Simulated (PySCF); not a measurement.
C3H2FPS.
SMILES with atom numbers: `[F:1][c:2]1[cH:3][s:4][cH:5][p:6]1` (hydrogens: H7 on C3; H8 on C5)

The same species was optimised twice, with GFN2-xTB and with PBE0-D3(BJ)/def2-SVP (PySCF), and the same property calculations (PySCF, gas phase) were run on both structures.

```csv
coordinate,GFN2-xTB,PBE0-D3(BJ)/def2-SVP,change
F1–C2 (Å),1.345,1.330,-0.015
C2–C3 (Å),1.355,1.366,+0.011
S4–C5 (Å),1.714,1.704,-0.010
C2–P6 (Å),1.778,1.788,+0.010
C5–P6 (Å),1.703,1.711,+0.008
C3–S4 (Å),1.709,1.708,-0.001
C3–S4–C5 (°),95.0,96.1,+1.1
C3–C2–P6 (°),119.2,118.7,-0.5
S4–C5–P6 (°),119.6,119.0,-0.6
C2–P6–C5 (°),91.0,91.4,+0.4
F1–C2–C3 (°),120.3,120.8,+0.5
C2–C3–S4 (°),115.3,114.9,-0.4
F1–C2–P6 (°),120.4,120.6,+0.2
```

Rotational constants: A = 4092, B = 2311, C = 1477 MHz (GFN2-xTB) against A = 4084, B = 2315, C = 1478 MHz (PBE0-D3(BJ)/def2-SVP). Point groups within 0.08 Å: Cs and Cs.

On the GFN2-xTB structure: lowest triplet, Tamm–Dancoff (eV) 3.22 [B3LYP/def2-SVPD]; isotropic polarisability (au) 75.2 [B3LYP/def2-SVPD]; HOMO (eV) -7.07 [B3LYP/def2-SVPD]; LUMO (eV) -1.82 [B3LYP/def2-SVPD]; dipole (D) 1.93 [B3LYP/def2-SVPD]; HOMO (eV) -7.35 [PBE0/pcSseg-1]; LUMO (eV) -1.67 [PBE0/pcSseg-1]; dipole (D) 1.96 [PBE0/pcSseg-1]; GIAO shielding of F1 (ppm) 293.3 [PBE0/pcSseg-1]; GIAO shielding of C2 (ppm) -9.5 [PBE0/pcSseg-1]; GIAO shielding of C3 (ppm) 61.1 [PBE0/pcSseg-1]; GIAO shielding of S4 (ppm) 225.4 [PBE0/pcSseg-1]; GIAO shielding of C5 (ppm) 18.9 [PBE0/pcSseg-1]; GIAO shielding of P6 (ppm) 135.8 [PBE0/pcSseg-1].

Task: What do these properties become on the PBE0-D3(BJ)/def2-SVP structure?

Result: 
```json
{"property": "lowest triplet, Tamm–Dancoff (eV)", "level": "B3LYP/def2-SVPD", "on GFN2-xTB": "3.22", "on PBE0-D3(BJ)/def2-SVP": "3.21", "change": "-0.01"}
{"property": "isotropic polarisability (au)", "level": "B3LYP/def2-SVPD", "on GFN2-xTB": "75.2", "on PBE0-D3(BJ)/def2-SVP": "75.7", "change": "+0.5"}
{"property": "HOMO (eV)", "level": "B3LYP/def2-SVPD", "on GFN2-xTB": "-7.07", "on PBE0-D3(BJ)/def2-SVP": "-7.02", "change": "+0.05"}
{"property": "LUMO (eV)", "level": "B3LYP/def2-SVPD", "on GFN2-xTB": "-1.82", "on PBE0-D3(BJ)/def2-SVP": "-1.79", "change": "+0.03"}
{"property": "dipole (D)", "level": "B3LYP/def2-SVPD", "on GFN2-xTB": "1.93", "on PBE0-D3(BJ)/def2-SVP": "1.87", "change": "-0.06"}
{"property": "energy, GFN2-xTB geometry as zero (kcal/mol)", "level": "B3LYP/def2-SVPD", "on GFN2-xTB": "0.0", "on PBE0-D3(BJ)/def2-SVP": "-0.2", "change": "-0.2"}
{"property": "HOMO (eV)", "level": "PBE0/pcSseg-1", "on GFN2-xTB": "-7.35", "on PBE0-D3(BJ)/def2-SVP": "-7.30", "change": "+0.05"}
{"property": "LUMO (eV)", "level": "PBE0/pcSseg-1", "on GFN2-xTB": "-1.67", "on PBE0-D3(BJ)/def2-SVP": "-1.65", "change": "+0.02"}
{"property": "dipole (D)", "level": "PBE0/pcSseg-1", "on GFN2-xTB": "1.96", "on PBE0-D3(BJ)/def2-SVP": "1.91", "change": "-0.05"}
{"property": "energy, GFN2-xTB geometry as zero (kcal/mol)", "level": "PBE0/pcSseg-1", "on GFN2-xTB": "0.0", "on PBE0-D3(BJ)/def2-SVP": "-0.1", "change": "-0.1"}
{"property": "GIAO shielding of F1 (ppm)", "level": "PBE0/pcSseg-1", "on GFN2-xTB": "293.3", "on PBE0-D3(BJ)/def2-SVP": "292.5", "change": "-0.8"}
{"property": "GIAO shielding of C2 (ppm)", "level": "PBE0/pcSseg-1", "on GFN2-xTB": "-9.5", "on PBE0-D3(BJ)/def2-SVP": "-11.8", "change": "-2.3"}
{"property": "GIAO shielding of C3 (ppm)", "level": "PBE0/pcSseg-1", "on GFN2-xTB": "61.1", "on PBE0-D3(BJ)/def2-SVP": "60.2", "change": "-0.9"}
{"property": "GIAO shielding of S4 (ppm)", "level": "PBE0/pcSseg-1", "on GFN2-xTB": "225.4", "on PBE0-D3(BJ)/def2-SVP": "225.3", "change": "-0.1"}
{"property": "GIAO shielding of C5 (ppm)", "level": "PBE0/pcSseg-1", "on GFN2-xTB": "18.9", "on PBE0-D3(BJ)/def2-SVP": "19.1", "change": "+0.2"}
{"property": "GIAO shielding of P6 (ppm)", "level": "PBE0/pcSseg-1", "on GFN2-xTB": "135.8", "on PBE0-D3(BJ)/def2-SVP": "129.3", "change": "-6.5"}
```

The heavy atoms differ by 0.009 Å rms after alignment. Among bonds between heavy atoms F1–C2 changes most (-0.015 Å). Changes are differences of the printed values. Neither structure is proved a minimum here.
